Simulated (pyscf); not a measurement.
**Routes from `[CH3][SnH3]` + `[FH]`**

Candidate steps break at most two bonds and form at most two. Each was searched with GFN2-xTB (tblite) first. Optimised with ωB97X-D3(BJ)/def2-SVP in PySCF. Energies: ωB97M-D3(BJ)/def2-TZVP, kcal/mol, from the separated reactants, singlet surface; ΔG‡ with ideal gas, 1 atm, RRHO with modes under 100 cm⁻¹ raised to 100, one conformer, R ln 2 for chiral ones without a mode under 150 cm⁻¹.

| products | type | ΔE‡ | ΔE | ΔG‡ 298 K | ΔG‡ 900 K | ν‡ (cm⁻¹) |
|---|---|---|---|---|---|---|
| H₃C–SnH₂–F + H₂ | four-centre exchange | 24.9 | -10.9 | 32.4 | 50.9 | 1124i |
| CH₄ + F–SnH₃ | four-centre exchange | 27.2 | -20.4 | 35.1 | 54.6 | 1173i |

Plain bond fissions and candidates not yet searched are not listed, and one of them may be faster. Each barrier is that of the saddle found; lower ones may exist. Elements past Kr carry the def2 core potentials, without spin-orbit coupling.
